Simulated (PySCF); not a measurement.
# AlF₂: from structure and modes to constants

Method: PySCF, UPBE0, basis Al def2-TZVP, F def2-TZVP (no relativity, density fitting).

The doublet minimum has C2v symmetry. Masses (u): Al 26.98154, F 18.99840.

```xyz
3
charge 0 multiplicity 2, angstrom
Al    0.4844    0.0000    0.0000
F    -0.3434   -1.4234    0.0000
F    -0.3434    1.4234    0.0000
```

Harmonic wavenumbers (cm⁻¹): 229.5 (a1, ×1), 755.6 (a1, ×1), 903.0 (b2, ×1).

Problem. What is the harmonic zero-point energy?

Solution. Half the sum of all 3 wavenumbers, 1888/2 = 944 cm⁻¹, which is 11.3 kJ/mol (1 cm⁻¹ = 0.0119627 kJ/mol).

Problem. Find the vibrational entropy and heat capacity at 298.15 K.

Solution. With u = 1.43878 ω/T, each mode gives S = R[u/(eᵘ−1) − ln(1−e⁻ᵘ)] and C = R u² eᵘ/(eᵘ−1)².
| ω (cm⁻¹) | u | S (J/(mol K)) | C (J/(mol K)) |
| --- | --- | --- | --- |
| 229.5 | 1.108 | 7.88 | 7.51 |
| 755.6 | 3.646 | 1.03 | 3.04 |
| 903.0 | 4.358 | 0.58 | 2.07 |
The sums over all modes are S = 9.5 and C = 12.6 J/(mol K); the softest mode gives 83 % of the entropy.

Only a few start shapes were tried, so a lower isomer may exist.
